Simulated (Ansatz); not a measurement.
Sr₂ScSbO₆ (P2₁/c, No. 14; cell taken from a computed entry), treated with r²SCAN in Ansatz (plane waves, PAW).

The input as run:

Ansatz 0.2 input:
```yaml
crystal:
  lattice:
    - [5.6776759577, 0.0, -0.0003198771]
    - [0.0, 5.6777488072, 0.0]
    - [-5.6682524507, 0.0, 8.01467502]
  atoms:
    - { symbol: Sr, position: [0.7550916148, 0.4780573731, 0.2501905911] }
    - { symbol: Sr, position: [0.2449083852, 0.5219426269, 0.7498094089] }
    - { symbol: Sr, position: [0.2449083852, 0.9780573731, 0.2498094089] }
    - { symbol: Sr, position: [0.7550916148, 0.0219426269, 0.7501905911] }
    - { symbol: Sc, position: [0.5, 0.5, 0.5] }
    - { symbol: Sc, position: [0.5, 0.0, 0.0] }
    - { symbol: Sb, position: [0.0, 0.0, 0.5] }
    - { symbol: Sb, position: [0.0, 0.5, 0.0] }
    - { symbol: O, position: [0.2380991301, 0.2181694175, 0.4675566303] }
    - { symbol: O, position: [0.7619008699, 0.7818305825, 0.5324433697] }
    - { symbol: O, position: [0.7619008699, 0.7181694175, 0.0324433697] }
    - { symbol: O, position: [0.2380991301, 0.2818305825, 0.9675566303] }
    - { symbol: O, position: [0.8158965384, 0.228261148, 0.0327169844] }
    - { symbol: O, position: [0.1841034616, 0.771738852, 0.9672830156] }
    - { symbol: O, position: [0.1841034616, 0.728261148, 0.4672830156] }
    - { symbol: O, position: [0.8158965384, 0.271738852, 0.5327169844] }
    - { symbol: O, position: [0.6938811586, 0.0102807202, 0.2557559398] }
    - { symbol: O, position: [0.3061188414, 0.9897192798, 0.7442440602] }
    - { symbol: O, position: [0.3061188414, 0.5102807202, 0.2442440602] }
    - { symbol: O, position: [0.6938811586, 0.4897192798, 0.7557559398] }
basis:
  ecutwfc: 560
  ecutrho_ratio: 4
  xc_grid: 3
kpoints:
  mp_grid: { grid: [8, 6, 4] }
  band_path:
    path:
      - [0.0, 0.0, 0.0]
      - [0.0, 0.1, 0.0]
      - [0.0, 0.2, 0.0]
      - [0.0, 0.3, 0.0]
      - [0.0, 0.4, 0.0]
      - [0.0, 0.5, 0.0]
      - [0.0, 0.5, 0.166667]
      - [0.0, 0.5, 0.333333]
      - [0.0, 0.5, 0.5]
      - [0.0, 0.4, 0.5]
      - [0.0, 0.3, 0.5]
      - [0.0, 0.2, 0.5]
      - [0.0, 0.1, 0.5]
      - [0.0, 0.0, 0.5]
      - [0.0, 0.0, 0.333333]
      - [0.0, 0.0, 0.166667]
      - [-0.1, 0.0, 0.1]
      - [-0.2, 0.0, 0.2]
      - [-0.3, 0.0, 0.3]
      - [-0.4, 0.0, 0.4]
      - [-0.5, 0.0, 0.5]
      - [-0.5, 0.1, 0.5]
      - [-0.5, 0.2, 0.5]
      - [-0.5, 0.3, 0.5]
      - [-0.5, 0.4, 0.5]
      - [-0.5, 0.5, 0.5]
      - [-0.4, 0.5, 0.4]
      - [-0.3, 0.5, 0.3]
      - [-0.2, 0.5, 0.2]
      - [-0.1, 0.5, 0.1]
      - [-0.083333, 0.5, 0.0]
      - [-0.166667, 0.5, 0.0]
      - [-0.25, 0.5, 0.0]
      - [-0.333333, 0.5, 0.0]
      - [-0.416667, 0.5, 0.0]
      - [-0.5, 0.5, 0.0]
      - [-0.5, 0.4, 0.0]
      - [-0.5, 0.3, 0.0]
      - [-0.5, 0.2, 0.0]
      - [-0.5, 0.1, 0.0]
      - [-0.5, 0.0, 0.0]
      - [-0.416667, 0.0, 0.0]
      - [-0.333333, 0.0, 0.0]
      - [-0.25, 0.0, 0.0]
      - [-0.166667, 0.0, 0.0]
      - [-0.083333, 0.0, 0.0]
    npoints: 1
hamiltonian:
  xc: r2scan
  dispersion: none
  pseudopotentials: { kind: paw }
scf:
  occupations: { method: fermi_dirac, width: 0.01 }
  convergence: { dr2_threshold: 0.000000002 }
output:
  forces: true
  stress: true
  eigenvalues: true
  write_bands: true
```

Question: How many irreducible k-points, plane waves at Γ does the program set up, and what pressure does the run end with?

Answer: 72 irreducible k-points, 7731 plane waves at Γ; P = 0.99 GPa, so the cell is compressed on average and its volume would grow at this level.

Output (set-up and result lines):

```
Crystal: 20 atoms, lattice volume = 258.354 Å³
Basis set: ecut = 560 eV, 7731 PW (Γ), exchange–correlation on 135×135×240 points (27 copies of the dense FFT grid, shifted against one another)
Bands: 102, of which v1, the nominal top of the filled ones, is band 82 counted from 1 (81 counted from 0)
Symmetry: 4 space group operations
Space group: P21/c (ITA 14), of the structure as read, at distance tolerance 6.4e-5 Å
k-points: 72 of 192
Functional: x = r2scan, c = r2scan; τ floored in thin density (d = 2e-4 eV/Å³)
SCF iter   1: F=—  HF=-38350.454571 eV  |F-HF|=—  |Δ(HF+E_count)|=         —  Δρ=1.08e-2  dr2=3.08e-1  dr2_τ=8.69e-1
SCF iter   2: F=—  HF=-38351.029733 eV  |F-HF|=—  |Δ(HF+E_count)|=   5.75e-1  Δρ=5.38e-3  dr2=4.00e-2  dr2_τ=7.48e-3
  ...
SCF iter   8: F=—  HF=-38351.026315 eV  |F-HF|=—  |Δ(HF+E_count)|=   2.90e-8  Δρ=2.30e-6  dr2=1.10e-8  dr2_τ=1.33e-9
SCF iter   9: F=-38351.026315 eV  HF=-38351.026315 eV  |F-HF|=2.62e-10  |Δ(HF+E_count)|=   5.03e-9  Δρ=5.13e-7  dr2=6.93e-10  dr2_τ=9.32e-11
SCF 1 converged in 9 iterations: F = -38351.026315 eV  dr2 = 6.93e-10
SCF converged after 9 iterations
Free energy (F): -38351.026315 eV
Internal energy: -38351.026315 eV  (E = F + TS)
E sigma→0 (E₀):  -38351.026315 eV
Fermi energy:    11.115611 eV
--- Forces (eV/Å), atoms counted from 1 ---
  atom   1  Sr    -0.01056722     0.02001459    -0.00194112
  atom   2  Sr     0.01056722    -0.02001459     0.00194112
  atom   3  Sr     0.01056722     0.02001459     0.00194112
  atom   4  Sr    -0.01056722    -0.02001459    -0.00194112
  atom   5  Sc     0.00000000     0.00000000     0.00000000
  atom   6  Sc     0.00000000    -0.00000000    -0.00000000
  atom   7  Sb     0.00000000     0.00000000     0.00000000
  atom   8  Sb     0.00000000     0.00000000    -0.00000000
  atom   9  O     -0.23812574    -0.17958853     0.06542663
  atom  10  O      0.23812574     0.17958853    -0.06542663
  atom  11  O      0.23812574    -0.17958853    -0.06542663
  atom  12  O     -0.23812574     0.17958853     0.06542663
  atom  13  O      0.18200998     0.24624859    -0.06329916
  atom  14  O     -0.18200998    -0.24624859     0.06329916
  atom  15  O     -0.18200998     0.24624859     0.06329916
  atom  16  O      0.18200998    -0.24624859    -0.06329916
  atom  17  O      0.07851765    -0.03411835     0.29964398
  atom  18  O     -0.07851765     0.03411835    -0.29964398
  atom  19  O     -0.07851765    -0.03411835    -0.29964398
  atom  20  O      0.07851765     0.03411835     0.29964398
--- Stress (GPa, compression-positive) ---
        1.059808       0.000000       0.007303
        0.000000       0.968862      -0.000000
        0.007253      -0.000000       0.955896
  P = ⅓ Tr σ = 0.9949 GPa (9.949 kbar)
```

The PAW data were made under PBE.

Note: cell and atoms aren't relaxed at this level (largest force component 0.30 eV/Å, pressure 1.0 GPa).

Ansatz is a quantum-chemistry and plane-wave program.
